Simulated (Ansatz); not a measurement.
**Relative stability**

Two relaxed structures of CH5NSi, closed shell (PBE0-D4/def2-TZVP; forces vanish, vibrations not checked).

A:

C1  (-0.621, 0.949, -0.572)
N2  (0.546, 0.127, -0.331)
Si3  (0.632, -1.155, 0.793)
H4  (-0.965, 0.869, -1.608)
H5  (-0.424, 2.004, -0.359)
H6  (-1.432, 0.618, 0.080)
H7  (2.092, -1.480, 0.459)
H8  (1.338, 0.381, -0.902)
(Å)

B:

```
atom    x (Å)    y (Å)    z (Å)
  C1  -0.4185   0.9509  -0.2366
  N2   0.5186   0.1546  -0.4984
 Si3   0.8057  -1.3297   0.3695
  H4   0.7293  -2.4493  -0.6007
  H5  -0.5441   1.8692  -0.8222
  H6  -1.1572   0.7978   0.5670
  H7   2.1711  -1.2664   0.9459
  H8  -0.1889  -1.5482   1.4637
```

Computed with Ansatz 0.2.0 (basis: def2-TZVPP); correlated methods freeze the cores. B3LYP uses VWN-RPA correlation.

**Question.** Which structure is lower at CCSD(T), and by how much? (To be estimated.)

**Answer.** The calculation gives: B, by 11.0 kJ/mol (electronic energy, against the other). By their contacts, A is CH₅NSi ([CH3][NH][SiH]) and B is CH₅NSi ([CH2][N][SiH3]).

**Question.** Do the other methods give the same order? (A judgement: the text doesn't fix the answer.)

**Answer.** By the calculation: Not all: PBE-D4 gives the other order.

```csv
method,E(B) − E(A) (kJ/mol)
PBE-D4,0.5
r2SCAN-D4,-15.2
PBE0-D4,-1.6
B3LYP-D4,-11.1
wB97M-V,-3.2
HF,-36.7
MP2,-15.2
CCSD,-10.7
CCSD(T),-11.0
```

The T1 diagnostic stays at or below 0.015.

Labels in which every atom is bracketed show which atoms are joined, not bond orders.

For scale, one of the runs: CCSD(T)/def2-TZVPP, 174 basis functions, launched by `ansatz run in.yaml --threads 2 --pin off --events-out ev --progress --plain --max-ram 4352MiB`. Hardware: 2 CPU threads of an AMD EPYC 9R45, shared host. Wall time 7.5 s; peak host memory 1.5 GiB.
